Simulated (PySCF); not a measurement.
Compound: methyl propyl sulfoxide, C4H10OS.
Z-matrix (Å and degrees, GFN2-xTB geometry), rows numbered from 1:
```
C 
C   1  1.5248
C   2  1.5192  1  111.82
S   3  1.8598  2  108.81  1  -176.11
C   4  1.8515  3   94.88  2   172.41
O   4  1.4626  3  105.72  2    64.35
H   1  1.0880  2  110.58  3    60.06
H   1  1.0870  2  110.38  3   179.98
H   1  1.0883  2  110.57  3   -60.00
H   2  1.0921  1  109.76  3  -120.28
H   2  1.0926  1  109.69  3   121.48
H   3  1.0887  2  111.72  1    65.91
H   3  1.0891  2  110.74  1   -57.31
H   5  1.0835  4  108.77  3    63.54
H   5  1.0849  4  107.52  3  -177.27
H   5  1.0840  4  109.52  3   -58.21
```

Method used: CAM-B3LYP/def2-SVPD in PySCF (dipole) on a GFN2-xTB geometry, gas phase.

Take the most abundant isotopes and a rigid rotor. The values belong to one conformer with, in the numbering `[CH3:1][CH2:2][CH2:3][S@:4]([CH3:5])=[O:6]`, C1–C2–C3–S4 -176°, C2–C3–S4–C5 172°.

(1) Give the principal moments of inertia and the rotational constants in GHz.

(2) Classify the top.

(3) What does the inertial defect say?

(4) Give the coordinates in the principal-axis frame, origin at the centre of mass.

(5) Which types of transition are allowed, and where do some lines up to J = 2 fall?

(6) Estimate the classical rotational partition function at 10 K, 100 K and 200 K.

Results:

(1) Ia = 84.08, Ib = 336.94, Ic = 383.91 u·Å²; 505379 MHz·u·Å²/I gives 6011, 1500 and 1316 MHz, that is A = 6.0108, B = 1.4999, C = 1.3164 GHz.

(2) A near-prolate asymmetric top; Ray's κ = -0.922.

(3) Not planar: Δ = Ic − Ia − Ib = -37.11 u·Å². For a rigid frame Δ = −2 Σ m c², so Σ m c² = 18.56 u·Å² lies off the ab plane: 7.00 from hydrogen and 11.56 from heavier atoms. The atom farthest from that plane is 1.34 Å away.

(4) The sense of each axis is arbitrary; atoms in the order of the calculation.
```json
{"atom": "C1", "mass (u)": "12.000", "a (Å)": "-3.105", "b (Å)": "0.233", "c (Å)": "-0.218"}
{"atom": "C2", "mass (u)": "12.000", "a (Å)": "-1.760", "b (Å)": "-0.328", "c (Å)": "0.231"}
{"atom": "C3", "mass (u)": "12.000", "a (Å)": "-0.623", "b (Å)": "0.638", "c (Å)": "-0.050"}
{"atom": "S4", "mass (u)": "31.972", "a (Å)": "0.984", "b (Å)": "-0.173", "c (Å)": "0.418"}
{"atom": "C5", "mass (u)": "12.000", "a (Å)": "2.049", "b (Å)": "1.169", "c (Å)": "-0.283"}
{"atom": "O6", "mass (u)": "15.995", "a (Å)": "1.130", "b (Å)": "-1.314", "c (Å)": "-0.485"}
{"atom": "H7", "mass (u)": "1.008", "a (Å)": "-3.099", "b (Å)": "0.432", "c (Å)": "-1.287"}
{"atom": "H8", "mass (u)": "1.008", "a (Å)": "-3.901", "b (Å)": "-0.477", "c (Å)": "-0.006"}
{"atom": "H9", "mass (u)": "1.008", "a (Å)": "-3.325", "b (Å)": "1.163", "c (Å)": "0.303"}
{"atom": "H10", "mass (u)": "1.008", "a (Å)": "-1.556", "b (Å)": "-1.263", "c (Å)": "-0.295"}
{"atom": "H11", "mass (u)": "1.008", "a (Å)": "-1.792", "b (Å)": "-0.548", "c (Å)": "1.301"}
{"atom": "H12", "mass (u)": "1.008", "a (Å)": "-0.708", "b (Å)": "1.545", "c (Å)": "0.546"}
{"atom": "H13", "mass (u)": "1.008", "a (Å)": "-0.581", "b (Å)": "0.887", "c (Å)": "-1.110"}
{"atom": "H14", "mass (u)": "1.008", "a (Å)": "1.860", "b (Å)": "2.085", "c (Å)": "0.264"}
{"atom": "H15", "mass (u)": "1.008", "a (Å)": "3.083", "b (Å)": "0.866", "c (Å)": "-0.155"}
{"atom": "H16", "mass (u)": "1.008", "a (Å)": "1.832", "b (Å)": "1.289", "c (Å)": "-1.338"}
```

(5) The dipole components are |μa| = 1.05 D, |μb| = 3.66 D, |μc| = 0.78 D. Intensities carry the squares of the components, which stand as 0.08 : 1.00 : 0.05 (a : b : c). Some lines, for components of 0.1 D or more:

```csv
type,branch,"J(Ka,Kc)",MHz,lower level (cm⁻¹)
a,Q,"2(1,1) ← 2(1,2)",550,0.426
b,R,"2(0,2) ← 1(1,1)",1116,0.244
a,R,"1(0,1) ← 0(0,0)",2816,0.000
c,Q,"2(1,2) ← 2(0,2)",4333,0.282
c,Q,"1(1,1) ← 1(0,1)",4511,0.094
b,Q,"1(1,0) ← 1(0,1)",4694,0.094
b,Q,"2(1,1) ← 2(0,2)",4883,0.282
a,R,"2(1,2) ← 1(1,1)",5449,0.244
a,R,"2(0,2) ← 1(0,1)",5627,0.094
a,R,"2(1,1) ← 1(1,0)",5816,0.251
b,R,"1(1,1) ← 0(0,0)",7327,0.000
c,R,"1(1,0) ← 0(0,0)",7511,0.000
b,R,"2(1,2) ← 1(0,1)",9960,0.094
c,R,"2(1,1) ← 1(0,1)",10510,0.094
c,Q,"2(2,1) ← 2(1,1)",13533,0.445
b,Q,"2(2,0) ← 2(1,1)",13538,0.445
b,Q,"2(2,1) ← 2(1,2)",14083,0.426
b,R,"2(2,1) ← 1(1,0)",19349,0.251
c,R,"2(2,0) ← 1(1,0)",19354,0.251
c,R,"2(2,1) ← 1(1,1)",19532,0.244
b,R,"2(2,0) ← 1(1,1)",19538,0.244
```

(6) Point group C1, symmetry number σ = 1; q = (√π/σ)·√((kT/h)³/(ABC)), k/h = 20836.6 MHz/K: 1550 at 10 K, 48900 at 100 K, 138000 at 200 K.

Not checked by GFN2-xTB frequencies. Zero-point vibration and centrifugal distortion are left out. A rigid rotor knows nothing of internal rotation, which can split or shift real lines.
